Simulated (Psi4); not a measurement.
**OMP2/aug-cc-pVTZ (density fitting for correlation) run of [NH2]− (SMILES [NH2-])**

What is the energy change on altering one bond length of [NH2]− at OMP2/aug-cc-pVTZ (density fitting for correlation)? 

Program for the calculation: Psi4 1.11.

5 further runs of the same task are left out: 2 that didn't finish, 3 set aside as unsound or not needed.

### Step 1. The structure to begin with

[NH2]−: 3 atoms, total charge -1, spin state singlet. SMILES: `[NH2-]`. Geometry: relaxed at PBE0-D4/def2-TZVPD.

Bond lengths: N1–H2 1.027 Å, N1–H3 1.027 Å. Angles: H2–N1–H3 101.8°.

### Step 2. The energy at OMP2/aug-cc-pVTZ (density fitting for correlation)

calc.inp

```
memory 1.6 GB

molecule {
  -1 1
  N      0.64666428    -0.38361440     0.31879680
  H      0.23716063     1.51404857     0.29479728
  H     -0.88382491    -1.13043417    -0.61359407
  units au
  symmetry c1
}

set {
  basis           aug-cc-pVTZ
  puream          true
  e_convergence   1e-09
  d_convergence   1e-08
  scf_type        pk
  num_frozen_docc 1
}

E = energy("omp2")
```

Run with:

```console
$ psi4 calc.inp calc.out -n 1
```

calc.out:

```text
[...]
  Running in c1 symmetry.
[...]
  Nuclear repulsion =    7.542852420928845
[...]
  Multiplicity = 1
[...]
  Nalpha       = 5
  Nbeta        = 5
[...]
    Number of basis functions: 92
[...]
   @RHF iter   1:   -55.32257566936029   -5.00418e-01   7.29603e-03 DIIS/ADIIS
[...]
   @RHF iter  11:   -55.54843411984385   -4.89564e-12   2.80518e-09 DIIS
[...]
    Orbital Energies [Eh]
    ---------------------
    Doubly Occupied:
       1A    -15.225902     2A     -0.760625     3A     -0.289697
       4A     -0.142970     5A     -0.049041
[...]
  @RHF Final Energy:   -55.54843411984385
   => Energetics <=
    Nuclear Repulsion Energy =              7.5428524209288454
    One-Electron Energy =                 -93.2461025786359414
    Two-Electron Energy =                  30.1548160378632346
    Total Energy =                        -55.5484341198438543
[...]
 Multipole Moments:
 ------------------------------------------------------------------------------------
     Multipole            Electronic (a.u.)      Nuclear  (a.u.)        Total (a.u.)
 ------------------------------------------------------------------------------------
 L = 1.  Multiply by 2.5417464519 to convert [e a0] to [Debye]
 Dipole X            :          0.4156562           -0.9370214           -0.5213652
 Dipole Y            :         -0.2223991            0.5013879            0.2789888
 Dipole Z            :         -0.0000000           -0.0000000           -0.0000000
 Magnitude           :                                                    0.5913176
[...]
	Warning: cc_lambda option is changed to TRUE
	For this residual convergence, default PCG convergence is:     1.00e-07
[...]
	DF-MP2 Total Energy (a.u.)         :   -55.80938477626847
[...]
	DF-MP2 Total Energy (a.u.)         :   -55.81373707216027
[...]
	DF-OMP2 Total Energy (a.u.)        :   -55.81373707216500
[...]
```

It took 28 s on 1 thread of Intel Xeon at 2.50GHz (Skylake/Cascade Lake), shared host; peak memory 0.35 GiB.

### Step 3. The distorted shape, same level

input.dat

```
memory 1600 mb

molecule mol {
  -1 1
  N      0.374704    -0.353627     0.170605
  H      0.125500     0.801200     0.156000
  H     -0.435196    -0.748827    -0.322795
  symmetry c1
}

set reference rhf
set puream true
set e_convergence 1e-09
set d_convergence 1e-08
set scf_type pk
set num_frozen_docc 1

result, w = energy('omp2/aug-cc-pVTZ', return_wfn=True)
```

Run with:

```console
$ psi4 -i input.dat -o output.dat -n 1
```

output.dat:

```text
[...]
  Running in c1 symmetry.
[...]
  Nuclear repulsion =    7.048926975365097
[...]
  Multiplicity = 1
[...]
  Nalpha       = 5
  Nbeta        = 5
[...]
    Number of basis functions: 92
[...]
   @RHF iter   1:   -55.30247679098211   -5.52858e-01   7.22768e-03 ADIIS/DIIS
[...]
   @RHF iter  12:   -55.53283618423648   -3.88667e-12   3.21459e-09 DIIS
[...]
    Orbital Energies [Eh]
    ---------------------
    Doubly Occupied:
       1A    -15.248019     2A     -0.739456     3A     -0.266290
       4A     -0.141136     5A     -0.055344
[...]
  @RHF Final Energy:   -55.53283618423648
   => Energetics <=
    Nuclear Repulsion Energy =              7.0489269753650969
    One-Electron Energy =                 -92.2630367872912984
    Two-Electron Energy =                  29.6812736276897233
    Total Energy =                        -55.5328361842364870
[...]
 Multipole Moments:
 ------------------------------------------------------------------------------------
     Multipole            Electronic (a.u.)      Nuclear  (a.u.)        Total (a.u.)
 ------------------------------------------------------------------------------------
 L = 1.  Multiply by 2.5417464519 to convert [e a0] to [Debye]
 Dipole X            :          0.4859738           -0.9610595           -0.4750857
 Dipole Y            :         -0.4991000            0.6253987            0.1262987
 Dipole Z            :         -0.0000000            0.0000000           -0.0000000
 Magnitude           :                                                    0.4915870
[...]
	Warning: cc_lambda option is changed to TRUE
	For this residual convergence, default PCG convergence is:     1.00e-07
[...]
	DF-MP2 Total Energy (a.u.)         :   -55.79674343653791
[...]
	DF-MP2 Total Energy (a.u.)         :   -55.80227693032477
[...]
	DF-OMP2 Total Energy (a.u.)        :   -55.80227693031934
[...]
```

Run time: 39 s. Hardware: 1 thread of Intel Xeon at 2.50GHz (Skylake/Cascade Lake), shared host; peak memory 0.35 GiB.

### Step 4. Summary of results

At OMP2/aug-cc-pVTZ (density fitting for correlation), 1 core orbital frozen:

| quantity | value |
| --- | --- |
| first shape: total energy | -55.81374 Eh |
| first shape: HOMO energy (Hartree–Fock orbitals) | -1.33 eV |
| first shape: LUMO energy (Hartree–Fock orbitals) | 4.50 eV |
| first shape: HOMO–LUMO gap (to an unbound level, set by the basis) | 5.83 eV |
| first shape: correlation energy (1 core orbital frozen) | -265.3 mEh |
| distorted shape: total energy | -55.80228 Eh |
| distorted shape: HOMO energy (Hartree–Fock orbitals) | -1.51 eV |
| distorted shape: LUMO energy (Hartree–Fock orbitals) | 4.50 eV |
| distorted shape: HOMO–LUMO gap (to an unbound level, set by the basis) | 6.01 eV |
| distorted shape: correlation energy (1 core orbital frozen) | -269.4 mEh |
| energy change with the N1–H2 bond stretched from 1.027 to 1.181 Å | 0.312 eV |

**Reading.** With the N1–H2 bond stretched from 1.027 to 1.181 Å the energy rises by 0.31 eV (7.2 kcal/mol). The first shape isn't relaxed at this level, so the change isn't measured from a minimum.
